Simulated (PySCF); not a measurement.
Converging LiP in the basis (MP2)

PySCF, UHF reference; triplet, unpaired electrons π ↑↑; De to Li + P without counterpoise correction. Frozen cores follow the default of each basis and core potential.

```
        basis     relativity  functions  Re (Å)  ωe (cm⁻¹)  De (eV)  frozen orbitals
    def2-SVPD  no relativity         36   2.362        476     1.27                5
jorge-DZP-DKH  spin-free X2C         39   2.385        469     1.17                5
  aug-pcseg-1  no relativity         40   2.368        460     1.25                5
    def2-TZVP  no relativity         51   2.337        491     1.38                5
 x2c-TZVPPall  spin-free X2C         61   2.336        492     1.40                5
```

Problem. How does each smaller set differ from the one with most functions, x2c-TZVPPall?

Solution. def2-SVPD: +2.6 pm, -3.3 % in ωe, -0.13 eV in De; jorge-DZP-DKH: +4.9 pm, -4.7 % in ωe, -0.23 eV in De; aug-pcseg-1: +3.2 pm, -6.5 % in ωe, -0.15 eV in De; def2-TZVP: +0.1 pm, -0.2 % in ωe, -0.02 eV in De. All at MP2; the set with most functions is neither the basis-set limit nor always the best. The rows treat relativity differently, so the differences are not basis effects alone.

Correlated steps freeze 5 core orbitals. Correlated levels converge slowly with the basis: in double zeta they bind strong bonds too weakly, by up to about 1 eV, and carry superposition errors of some tenths. The state was picked by a PBE0 search and need not be the measured ground state.
